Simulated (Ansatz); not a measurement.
Elements on the sites of an ideal fcc lattice, at a guessed lattice constant:

```
CELL_PARAMETERS angstrom
-6.03480 4.02320 2.01160
6.03480 4.02320 -2.01160
-2.01160 -4.02320 -6.03480
ATOMIC_POSITIONS crystal
Cu 0.25000 0.75000 0.50000
Cu 0.70000 0.90000 0.60000
Cu 0.50000 0.50000 0.00000
Pd 0.60000 0.20000 0.80000
Ag 0.10000 0.70000 0.80000
Ag 0.15000 0.05000 0.70000
Ag 0.20000 0.40000 0.60000
Ag 0.65000 0.55000 0.70000
Ag 0.35000 0.45000 0.30000
Ag 0.40000 0.80000 0.20000
Ag 0.00000 0.00000 0.00000
Ag 0.75000 0.25000 0.50000
Ag 0.80000 0.60000 0.40000
Ag 0.85000 0.95000 0.30000
Ag 0.45000 0.15000 0.10000
Ag 0.90000 0.30000 0.20000
Ag 0.95000 0.65000 0.10000
Os 0.05000 0.35000 0.90000
Os 0.55000 0.85000 0.90000
Os 0.30000 0.10000 0.40000
```

Cell and atoms were relaxed without symmetry on coarser meshes and computed once more. Level of theory: DFT PBEsol, scalar-relativistic, plane waves, PAW in Ansatz.

Cutoff 420 eV; k points 5×6×5 on the computed 20-atom cell (Γ-centred); Gaussian smearing, width 0.10 eV; no spin polarisation.

The relaxation ran on 2×2×2 (shifted) k points with a smearing of 0.1 eV, from sites shaken by 0.02 Å.

Q: What does the relaxation give?

A: A volume of 15.33 Å³/atom and no gap on the mesh. It lies 0.44 eV/atom above the elements' standard states (static lattices, no corrections for gases). The atoms leave their sites by 0.08 Å (root mean square) and 0.14 Å at most, and the cell stretches by up to 2.0 % at fixed volume.

```xyz
20
Lattice="-5.8821 4.0314 1.9728 5.8694 4.0083 -1.9647 -1.9301 -4.0227 -5.8440" Properties=species:S:1:pos:R:3 pbc="T T T"
Cu    1.9595    2.1333   -3.9630
Cu    0.0077    4.0106   -4.0255
Cu   -1.7979   -0.0081   -5.8111
Pd   -3.9247   -0.0066   -3.8208
Ag    1.9389    0.0186   -5.7928
Ag   -1.9298   -1.9931   -3.8689
Ag    0.0004    0.0080   -3.8824
Ag   -1.9410    1.9819   -3.9065
Ag    0.0344    2.0232   -1.9725
Ag    1.9149    4.0078   -1.9372
Ag    5.8569    4.0120   -1.9643
Ag   -3.9202    1.9731   -1.9396
Ag   -1.8736    4.0357   -1.9434
Ag    0.0225    6.0210   -1.8821
Ag   -1.9448    2.0275    0.0069
Ag   -3.8911    4.0484    0.0215
Ag   -2.0099    6.0361    0.0041
Os   -0.0026   -2.0422   -5.7988
Os    0.0681    2.0584   -5.7443
Os   -2.0148   -0.0291   -1.9632
```

The final mesh leaves forces up to 0.11 eV/Å and stresses up to 0.5 GPa: the relaxation ran on a coarser mesh, so the cell's shape, its bonds and its energy belong partly to that mesh.

Spin-orbit coupling is left out, which matters for the bands of heavy elements. Spin polarisation was left out, and a magnetic state may lie lower.

Cost: 2 runs of about 17 core-minutes in all (earlier runs that led there not counted), on Intel Xeon Platinum 8488C (Sapphire Rapids) (shared hosts).